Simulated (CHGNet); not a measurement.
bcc V

Level of theory: the machine-learned potential CHGNet-r²SCAN (trained on r²SCAN data).

Cell: relaxed at this level.

- lattice parameter a = 2.979 Å
- volume per atom = 13.22 Å³/atom

Measured, for comparison: lattice constant a 3.021 Å, equilibrium volume per atom 13.79 Å³/atom (static lattice: zero-point anharmonic expansion removed; as tabulated in Mejia-Rodriguez and Trickey (2018), arXiv:1807.09216). Computed (rounded) less measured: lattice constant a -1.4 %, equilibrium volume per atom -4.1 %.

A machine-learned potential is trained on density-functional data: it inherits that level's misses and adds fitting errors of its own.

Note: negative: at this level the crystal gains energy by rearranging, so this bulk phase is not the stable one; the model gives imaginary modes for this phase (in the spectrum interpolated from a supercell); the model's elastic tensor is not positive definite here.
